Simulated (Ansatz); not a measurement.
Species: C2H3, SMILES `[CH]=C` (charge 0, multiplicity 2).

Problem. Give a relaxed geometry from PBE0-D4/def2-TZVP (Ansatz, a first-principles code).

Solution. the end point of this relaxation (outside a Z-matrix the atoms follow the SMILES, hydrogens last).
Cartesian coordinates (Å) in one orientation:
```xyz
5

C      0.800    -0.320     0.039
C     -0.471    -0.038     0.043
H      1.736     0.176    -0.167
H     -0.839     0.957    -0.221
H     -1.226    -0.774     0.306
```
